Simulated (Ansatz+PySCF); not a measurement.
Values are calculated unless marked as measured or tabulated.
Input for Ansatz (development build ahead of 0.2.0):

```yaml
crystal:
  periodic: [false, false, false]
  atoms:
    - { symbol: O, position_ang: [0.0, 0.0, 0.08042] }
    - { symbol: H, position_ang: [1.01835, 0.0, -0.21447] }
    - { symbol: H, position_ang: [-0.50918, 0.88192, -0.21447] }
    - { symbol: H, position_ang: [-0.50918, -0.88192, -0.21447] }
basis:
  gaussian: { orbitals: def2-SVP }
total_charge: 1
magnetization:
  spin_polarized: true
hamiltonian:
  xc: hf
correlation:
  method: ccsd_t
  frozen_orbitals: { H: 0, O: 1 }
scf:
  omitted_lower_state_checks: [starts, atomic_configurations, cluster_reference, orbital_swaps, given_window_search, neighbouring_geometries, increment]
```

The input is written out in the form of the current development build from the run's settings.

The run gave:

```json
{"Converged": "yes", "Reference energy": "-76.22549 hartree", "CCSD correlation energy": "-0.22069 hartree", "Triples correction": "-0.00351 hartree", "Total energy": "-76.44969 hartree", "Spin squared of the determinant": "0.000", "Stability test": "minimum", "Largest doubles amplitude": "0.05"}
```
